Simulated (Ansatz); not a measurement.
The input, for Ansatz 0.2.0:

```yaml
crystal:
  periodic: [false, false, false]
  atoms:
    - {symbol: H, position_ang: [-1.850856, 0.059434, 0.000000]}
    - {symbol: H, position_ang: [-0.937856, 0.059434, 0.000000]}
    - {symbol: N, position_ang: [0.169144, 0.059434, 0.000000]}
    - {symbol: H, position_ang: [0.438226, -0.944792, 0.000000]}
basis:
  gaussian: {orbitals: 6-31G}
magnetization: {spin_polarized: false, initial_magnetization: 2}
correlation: {method: ccsd_t, electrons: outside_noble_gas}
output: {forces: true}
```

```sh
$ ansatz run in.yaml --threads 1 --pin off --events-out ev --progress --plain --max-ram 2393MiB
```

Log:

```
228 factors; integrals over basis functions are off by at most 5.8e-4 eV
mean field evaluation 1: about -1523.0892 eV, gradient 1.2e1 eV
mean field evaluation 2: about -1523.0892 eV, gradient 1.2e1 eV
mean field evaluation 4: about -1523.5321 eV, gradient 2.2e0 eV
mean field evaluation 8: about -1523.5528 eV, gradient 1.6e-2 eV
mean field evaluation 16: about -1523.5318 eV, gradient 2.2e0 eV
mean field evaluation 32: about -1519.4311 eV, gradient 7.0e0 eV
mean field -1523.55275162 eV, -55.9895309207 hartree, gradient 1.9e-6 eV, S^2 2.000000; 1 other end points of the search recorded, 0 dependent functions left out
determinant -1523.55275162 eV, -55.9895309207 hartree, with singles and doubles -1526.80067337 eV, -56.1088898435 hartree
determinant -1521.17525498 eV, -55.9021595308 hartree, with singles and doubles -1524.27118613 eV, -56.0159329020 hartree
1 core orbitals not correlated: weight in the atoms' cores, before any rotation towards them, 1.000 or more for the frozen orbitals, at most 0.000 for the correlated occupied ones
reference -1523.55275162 eV, -55.9895309207 hartree; 5, 3 occupied and 9, 11 virtual orbitals, 228 factors
second order -2.60300975 eV of doubles, -0.18567347 eV of singles
cycle   1  -3.24770678 eV  change    2.1e-4 eV  update   5.6e-4
cycle   2  -3.24750994 eV  change    2.0e-4 eV  update   3.7e-4
cycle   3  -3.24746144 eV  change    4.9e-5 eV  update   1.0e-4
cycle   4  -3.24751511 eV  change   -5.4e-5 eV  update   5.1e-5
cycle   5  -3.24757509 eV  change   -6.0e-5 eV  update   1.6e-5
cycle   6  -3.24758151 eV  change   -6.4e-6 eV  update   4.2e-6
cycle   7  -3.24757953 eV  change    2.0e-6 eV  update   1.7e-6
cycle   8  -3.24757889 eV  change    6.3e-7 eV  update   4.2e-7
perturbative correction -0.03855407 eV, -0.0014168358 hartree
the calculation of the forces begins
mean field evaluation 64: about -1523.5526 eV, gradient 2.8e-2 eV
Total energy: -1526.83888457 eV, -56.1102940796 hartree
Atom 0 at    -1.850856     0.059434     0.000000 Å, force    -1.836414    -0.193537     0.000000 eV/Å
Atom 1 at    -0.937856     0.059434     0.000000 Å, force    -0.889043     0.321811     0.000000 eV/Å
Atom 2 at     0.169144     0.059434     0.000000 Å, force     2.640758     0.316778     0.000000 eV/Å
Atom 3 at     0.438226    -0.944792     0.000000 Å, force     0.084699    -0.445052    -0.000000 eV/Å
Dipole moment:    -0.080469    -0.377219    -0.000000 e Å
```

Forces (eV/Å):
```
H   -1.836 -0.194  0.000
H   -0.889  0.322  0.000
N    2.641  0.317  0.000
H    0.085 -0.445  0.000
```

For the same geometry and basis full CI lies 13.3 meV lower.

Ran on 1 thread of Arm Neoverse V1, shared host: 0.39 s wall, 0.07 GiB peak host memory.
